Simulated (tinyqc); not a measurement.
Inside a calculation. Method: UHF in the sto-3g basis, for H2F+, spin multiplicity 1. One step of it, computed by the program tinyqc.

Problem. Iteration 2: building the Fock matrix. J_ij = sum D_kl (ij|kl) with D = D(alpha) + D(beta), K_ij = sum D_kl (ik|jl) for each spin; F = H + J - K(s); E = tr D H + tr D J / 2 - 0.5 sum_s tr D(s) K(s) + E_nn.

D(alpha) after iteration 1, lower triangle:
```
            1F 1s      1F 2s     1F 2px     1F 2py    1F 2pz      2H 1s     3H 1s
1F 1s    1.053596
1F 2s   -0.224516   0.948909
1F 2px   0.000000   0.000000   0.908789
1F 2py   0.000000   0.000000  -0.169596   0.727086
1F 2pz   0.027307  -0.128145   0.000000   0.000000  0.868198
2H 1s   -0.026297   0.077523   0.204098   0.180547  0.150457   0.170156
3H 1s   -0.026297   0.077523  -0.204098  -0.180547  0.150457  -0.084871  0.170156
```

D(beta) after iteration 1, lower triangle:
```
            1F 1s      1F 2s     1F 2px     1F 2py    1F 2pz      2H 1s     3H 1s
1F 1s    1.053596
1F 2s   -0.224516   0.948909
1F 2px   0.000000   0.000000   0.908789
1F 2py   0.000000   0.000000   0.169596   0.727086
1F 2pz   0.027307  -0.128145   0.000000   0.000000  0.868198
2H 1s   -0.026297   0.077523  -0.204098   0.180547  0.150457   0.170156
3H 1s   -0.026297   0.077523   0.204098  -0.180547  0.150457  -0.084871  0.170156
```

core Hamiltonian H = T + V (hartree), lower triangle:
```
             1F 1s       1F 2s     1F 2px     1F 2py     1F 2pz      2H 1s      3H 1s
1F 1s   -40.848102
1F 2s    -9.585555  -11.326024
1F 2px    0.000000    0.000000  -8.991657
1F 2py    0.000000    0.000000   0.000000  -9.059555
1F 2pz   -0.008219   -0.102512   0.000000   0.000000  -9.019117
2H 1s    -0.837862   -2.122395   0.000000  -1.294798  -0.842056  -4.377763
3H 1s    -0.837862   -2.122395   0.000000   1.294798  -0.842056  -0.548758  -4.377763
```

Two-electron integrals (ij|kl) in chemists' order, unique and non-zero (hartree):
```
(11|11) 5.403501    (21|11) 0.841920    (21|21) 0.156299    (22|11) 1.268028
(22|21) 0.292344    (22|22) 0.926167    (31|31) 0.027998    (32|31) 0.043169
(32|32) 0.204588    (33|11) 1.264502    (33|21) 0.292403    (33|22) 0.925959
(33|33) 0.997514    (41|41) 0.027998    (42|41) 0.043169    (42|42) 0.204588
(43|43) 0.053770    (44|11) 1.264502    (44|21) 0.292403    (44|22) 0.925959
(44|33) 0.889973    (44|44) 0.997514    (51|51) 0.027998    (52|51) 0.043169
(52|52) 0.204588    (53|53) 0.053770    (54|54) 0.053770    (55|11) 1.264502
(55|21) 0.292403    (55|22) 0.925959    (55|33) 0.889973    (55|44) 0.889973
(55|55) 0.997514    (61|11) 0.073800    (61|21) 0.013597    (61|22) 0.025312
(61|33) 0.025276    (61|41) 0.000448    (61|42) 0.000848    (61|44) 0.025357
(61|51) 0.000285    (61|52) 0.000539    (61|54) 0.000052    (61|55) 0.025309
(61|61) 0.001194    (62|11) 0.208466    (62|21) 0.048801    (62|22) 0.175203
(62|33) 0.172565    (62|41) 0.002770    (62|42) 0.022744    (62|44) 0.178074
(62|51) 0.001762    (62|52) 0.014464    (62|54) 0.003503    (62|55) 0.174793
(62|61) 0.004311    (62|62) 0.042702    (63|31) 0.004843    (63|32) 0.029720
(63|43) 0.004641    (63|53) 0.002951    (63|63) 0.006024    (64|11) 0.127345
(64|21) 0.030170    (64|22) 0.116062    (64|33) 0.111309    (64|41) 0.006322
(64|42) 0.043767    (64|44) 0.124040    (64|51) 0.000941    (64|52) 0.008933
(64|54) 0.005145    (64|55) 0.112703    (64|61) 0.002761    (64|62) 0.034845
(64|64) 0.034308    (65|11) 0.080984    (65|21) 0.019186    (65|22) 0.073809
(65|33) 0.070786    (65|41) 0.000941    (65|42) 0.008933    (65|44) 0.072979
(65|51) 0.005441    (65|52) 0.035401    (65|54) 0.006036    (65|55) 0.077576
(65|61) 0.001756    (65|62) 0.022159    (65|64) 0.017987    (65|65) 0.017463
(66|11) 0.407363    (66|21) 0.096875    (66|22) 0.402211    (66|33) 0.390401
(66|41) 0.006030    (66|42) 0.071087    (66|44) 0.415404    (66|51) 0.003835
(66|52) 0.045207    (66|54) 0.015900    (66|55) 0.400513    (66|61) 0.008584
(66|62) 0.133169    (66|64) 0.127213    (66|65) 0.080901    (66|66) 0.774606
(71|11) 0.073800    (71|21) 0.013597    (71|22) 0.025312    (71|33) 0.025276
(71|41) -0.000448   (71|42) -0.000848   (71|44) 0.025357    (71|51) 0.000285
(71|52) 0.000539    (71|54) -0.000052   (71|55) 0.025309    (71|61) 0.001179
(71|62) 0.004192    (71|64) 0.002498    (71|65) 0.001709    (71|66) 0.008316
(71|71) 0.001194    (72|11) 0.208466    (72|21) 0.048801    (72|22) 0.175203
(72|33) 0.172565    (72|41) -0.002770   (72|42) -0.022744   (72|44) 0.178074
(72|51) 0.001762    (72|52) 0.014464    (72|54) -0.003503   (72|55) 0.174793
(72|61) 0.004192    (72|62) 0.033600    (72|64) 0.019166    (72|65) 0.016853
(72|66) 0.083235    (72|71) 0.004311    (72|72) 0.042702    (73|31) 0.004843
(73|32) 0.029720    (73|43) -0.004641   (73|53) 0.002951    (73|63) 0.004540
(73|73) 0.006024    (74|11) -0.127345   (74|21) -0.030170   (74|22) -0.116062
(74|33) -0.111309   (74|41) 0.006322    (74|42) 0.043767    (74|44) -0.124040
(74|51) -0.000941   (74|52) -0.008933   (74|54) 0.005145    (74|55) -0.112703
(74|61) -0.002498   (74|62) -0.019166   (74|64) -0.006709   (74|65) -0.009474
(74|66) -0.045537   (74|71) -0.002761   (74|72) -0.034845   (74|74) 0.034308
(75|11) 0.080984    (75|21) 0.019186    (75|22) 0.073809    (75|33) 0.070786
(75|41) -0.000941   (75|42) -0.008933   (75|44) 0.072979    (75|51) 0.005441
(75|52) 0.035401    (75|54) -0.006036   (75|55) 0.077576    (75|61) 0.001709
(75|62) 0.016853    (75|64) 0.009474    (75|65) 0.012900    (75|66) 0.045701
(75|71) 0.001756    (75|72) 0.022159    (75|74) -0.017987   (75|75) 0.017463
(76|11) 0.049279    (76|21) 0.011659    (76|22) 0.046099    (76|33) 0.045258
(76|44) 0.046122    (76|51) 0.000658    (76|52) 0.006714    (76|55) 0.046869
(76|61) 0.001019    (76|62) 0.011374    (76|64) 0.008247    (76|65) 0.006807
(76|66) 0.040161    (76|71) 0.001019    (76|72) 0.011374    (76|74) -0.008247
(76|75) 0.006807    (76|76) 0.004034    (77|11) 0.407363    (77|21) 0.096875
(77|22) 0.402211    (77|33) 0.390401    (77|41) -0.006030   (77|42) -0.071087
(77|44) 0.415404    (77|51) 0.003835    (77|52) 0.045207    (77|54) -0.015900
(77|55) 0.400513    (77|61) 0.008316    (77|62) 0.083235    (77|64) 0.045537
(77|65) 0.045701    (77|66) 0.243428    (77|71) 0.008584    (77|72) 0.133169
(77|74) -0.127213   (77|75) 0.080901    (77|76) 0.040161    (77|77) 0.774606
```

nuclear repulsion = 7.65175041 hartree

Give: Coulomb J; exchange K(alpha); exchange K(beta); F(alpha); F(beta); total energy of this density.

Solution.

Coulomb J (hartree), lower triangle:
```
          1F 1s    1F 2s  1F 2px   1F 2py  1F 2pz   2H 1s   3H 1s
1F 1s   20.0251
1F 2s    3.8090   9.4224
1F 2px   0.0000   0.0000  9.4099
1F 2py   0.0000   0.0000  0.0000   9.4119
1F 2pz  -0.0077  -0.0073  0.0000   0.0000  9.4190
2H 1s    0.3315   1.7519  0.0000   1.1538  0.7360  4.1202
3H 1s    0.3315   1.7519  0.0000  -1.1538  0.7360  0.4611  4.1202
```

exchange K(alpha) (hartree), lower triangle:
```
         1F 1s    1F 2s   1F 2px   1F 2py  1F 2pz   2H 1s   3H 1s
1F 1s   5.5306
1F 2s   0.9553   1.5077
1F 2px  0.0000   0.0000   1.2117
1F 2py  0.0000   0.0000  -0.1127   1.1435
1F 2pz  0.0010  -0.0507   0.0000   0.0000  1.2235
2H 1s   0.0876   0.3262   0.0511   0.2270  0.1548  0.2968
3H 1s   0.0876   0.3262  -0.0511  -0.2270  0.1548  0.0466  0.2968
```

exchange K(beta) (hartree), lower triangle:
```
         1F 1s    1F 2s   1F 2px   1F 2py  1F 2pz   2H 1s   3H 1s
1F 1s   5.5306
1F 2s   0.9553   1.5077
1F 2px  0.0000   0.0000   1.2117
1F 2py  0.0000   0.0000   0.1127   1.1435
1F 2pz  0.0010  -0.0507   0.0000   0.0000  1.2235
2H 1s   0.0876   0.3262  -0.0511   0.2270  0.1548  0.2968
3H 1s   0.0876   0.3262   0.0511  -0.2270  0.1548  0.0466  0.2968
```

F(alpha) (hartree), lower triangle:
```
           1F 1s    1F 2s   1F 2px   1F 2py   1F 2pz    2H 1s    3H 1s
1F 1s   -26.3536
1F 2s    -6.7319  -3.4113
1F 2px    0.0000   0.0000  -0.7935
1F 2py    0.0000   0.0000   0.1127  -0.7911
1F 2pz   -0.0170  -0.0591   0.0000   0.0000  -0.8235
2H 1s    -0.5940  -0.6967  -0.0511  -0.3681  -0.2608  -0.5544
3H 1s    -0.5940  -0.6967   0.0511   0.3681  -0.2608  -0.1343  -0.5544
```

F(beta) (hartree), lower triangle:
```
           1F 1s    1F 2s   1F 2px   1F 2py   1F 2pz    2H 1s    3H 1s
1F 1s   -26.3536
1F 2s    -6.7319  -3.4113
1F 2px    0.0000   0.0000  -0.7935
1F 2py    0.0000   0.0000  -0.1127  -0.7911
1F 2pz   -0.0170  -0.0591   0.0000   0.0000  -0.8235
2H 1s    -0.5940  -0.6967   0.0511  -0.3681  -0.2608  -0.5544
3H 1s    -0.5940  -0.6967  -0.0511   0.3681  -0.2608  -0.1343  -0.5544
```

total energy of this density = -98.599961 hartree

This density is a damped mixture and is not idempotent.
